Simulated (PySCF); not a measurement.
**A thermochemical cycle for SiP**

CCSD(T) in PySCF with x2c-SVPall on every atom, spin-free X2C, for the lowest determinant that a PBE0 search found; no spin–orbit coupling. SiP, a doublet (π ↑), has De = 2.93 eV to neutral atoms, and SiP⁺, a triplet (π ↑↑), has De = 2.30 eV to Si⁺ + P.

At the same level the Si atom ionises at 7.86 eV.

What is the adiabatic ionisation energy of the molecule, and does ionisation strengthen or weaken the bond?

IE = IE(Si) + De(neutral) − De(ion) = 7.86 + 2.93 − 2.30 = 8.49 eV. De changes by -0.63 eV, so ionisation weakens the bond.

Correlated steps freeze 10 core orbitals. UHF and ROHF references stand side by side, which adds small steps between rows. Correlated levels converge slowly with the basis: in double zeta they bind strong bonds too weakly, by up to about 1 eV, and carry superposition errors of some tenths. For an ion De counts to the pair picked by the measured ionisation energies or electron affinities, which need not be the lowest pair at this level. States were picked by a PBE0 search and need not be the measured ground states.
